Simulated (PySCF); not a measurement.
The linear singlet lies higher and needs more than one determinant, so no gap is given.

# HS, SMILES `[SH+]` (lower triplet) (charge 1, multiplicity 3)

The numbers are results of PBE-D3(BJ)/def2-TZVP // B3LYP-D3(BJ)/def2-TZVP (PySCF), not measurements.

```json
{
 "highest_occupied_spin_orbital": "-17.29 eV",
 "total_energy": "-398.1974 Ha",
 "cost": "roughly 9 core-seconds"
}
```

```xyz
2

S      0.6855     0.0000     0.0000
H     -0.6855     0.0000     0.0000
```
Charge +1, spin multiplicity 3.
